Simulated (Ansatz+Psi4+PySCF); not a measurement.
**doublet BCl(+): levels of theory in one basis**

```yaml
atoms:
  - { symbol: B, position_ang: [-0.0023, -0.0012, 0.0010] }
  - { symbol: Cl, position_ang: [-1.4153, -0.7606, 0.6060] }
```

Basis set: cc-pVTZ on B; cc-pV(T+d)Z on Cl (spherical functions). Correlated methods keep 6 orbitals frozen. Correlation on ROHF uses semicanonical orbitals with singles. Charge 1, multiplicity 2.

Computed with Ansatz (development build ahead of 0.2.0) and Psi4 1.11; each method stands on the lowest determinant of its kind that the runs found.

| method | E − E(ROHF) (eV) | <S²> of the determinant |
| --- | --- | --- |
| ROHF | 0.00 | 0.75 |
| UHF | -0.04 | 0.76 |
| ROHF-MP2 | -6.26 | – |
| UHF-MP2 | -6.27 | 0.76 |
